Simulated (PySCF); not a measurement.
Removing an electron from boron monohydride

Boron monohydride, BH (singlet state).
Atom-mapped SMILES: `[BH:1]` (hydrogens: H2 on B1)

Cartesian coordinates in Å at the PBE0-D3(BJ)/def2-TZVP level; atoms count from 1:
```xyz
2
BH angstrom
B      0.6292   -0.0387    0.0056
H     -0.6105    0.0124   -0.0165
```

Level: wB97X-D/aug-cc-pVTZ (PySCF). Frontier orbitals with their largest atomic shares (Löwdin; up to four atoms above 4 %):

```tsv
orbital	ε (eV)	main atoms
HOMO−2	-189.18	B1 98 %
HOMO−1	-15.57	H2 53 %, B1 47 %
HOMO	-8.63	?
LUMO	-0.47	B1 84 %, H2 16 %
LUMO+1	-0.47	B1 84 %, H2 16 %
LUMO+2	1.05	H2 87 %, B1 13 %
```

What vertical ionisation energy does ΔSCF give, and how far is −ε(HOMO) from it?

ΔSCF: 9.55 eV (922 kJ/mol; threshold wavelength 130 nm); ⟨S²⟩ of the doublet left behind is 0.752, against 0.75 for a pure doublet. −ε(HOMO) is 8.63 eV, 0.92 eV below it. In exact Kohn–Sham theory the two would be equal; wB97X-D (range-separated hybrid) falls short of its own ΔSCF value by 10 %.

On which atoms does the HOMO lie?

B1 (boron bonded to H) 84 %, H2 (B–H hydrogen) 16 %, so more than half of it is on one atom. The HOMO−1 lies 6.94 eV lower.

And the vertical electron affinity, the fundamental gap, Mulliken's electronegativity and the hardness (with the factor ½)?

EA = 0.24 eV by ΔSCF (−ε(LUMO) = 0.47 eV). IE − EA = 9.31 eV against an orbital gap of 8.16 eV; (IE + EA)/2 = 4.90 eV; (IE − EA)/2 = 4.66 eV. Parr's electrophilicity index (IE + EA)²/[8(IE − EA)] is 1.29 eV.

The lowest singlet excitation (vertical TDDFT, same level) lies at 2.72 eV. How far is it below IE − EA?

IE − EA = 9.31 eV, so by 6.59 eV.

What kinetic energy would electrons from this vertical process carry with 118.2 nm light (10.49 eV)?

10.49 − 9.55 = 0.94 eV.

How many of the 10 lowest singlet excitations (vertical TDDFT, same level) lie below the ionisation energy?

All 10; they run from 2.72 to 8.97 eV.

What total energies stand behind the ΔSCF value?

E(N) = -25.28557 Eh and E(N − 1) = -24.93451 Eh at the same geometry, 0.35106 Eh apart. With one more electron, E(N + 1) = -25.29436 Eh.

Isolated species at its PBE0-D3(BJ)/def2-TZVP geometry, gas phase.

The pairwise dispersion term of wB97X-D wasn't added to the energies; at a given geometry it leaves orbitals and properties as they are.
